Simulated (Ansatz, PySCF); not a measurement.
System: OCl, charge 1, multiplicity 3. 
Geometry from a B3LYP-D3(BJ)/def2-TZVP (Ansatz, an electronic-structure program) optimisation:
```
Cl
O 1 1.4807
```
Charge +1, spin multiplicity 3.

Total electronic energies in hartree. Valence correlation only, unless marked. UHF or UKS for open shells. No spin-orbit coupling. Non-relativistic. CBS(X,Y): correlation extrapolated as X^-3; Hartree-Fock from the larger set (for Q and 5 zeta extrapolated as (X+1)exp(-9√X)).

```json
[
 {"level": "HF/def2-SVPD", "program": "Ansatz", "energy (Eh)": "-533.65766"},
 {"level": "SVWN5/def2-TZVPD", "program": "Ansatz", "energy (Eh)": "-532.94800"},
 {"level": "PBE0/6-31G*", "program": "Ansatz", "energy (Eh)": "-534.65236"},
 {"level": "SCS-MP2/6-31G*", "program": "Ansatz", "energy (Eh)": "-534.11019"},
 {"level": "CCSD/def2-TZVPP", "program": "Ansatz", "energy (Eh)": "-534.32391"},
 {"level": "CCSD(T)/aug-cc-pV(D+d)Z", "program": "Ansatz", "energy (Eh)": "-534.23460"},
 {"level": "CCSD(T)/cc-pVDZ", "program": "PySCF", "energy (Eh)": "-534.19199"},
 {"level": "CCSD(T)/CBS(def2-TZVPP,def2-QZVPP)", "program": "Ansatz", "energy (Eh)": "-534.4145"},
 {"level": "CCSD(T)/CBS(cc-pV(Q+d)Z,cc-pV(5+d)Z)", "program": "Ansatz", "energy (Eh)": "-534.4159"}
]
```

Totals of different functionals don't rank their quality; only differences between species are comparable.
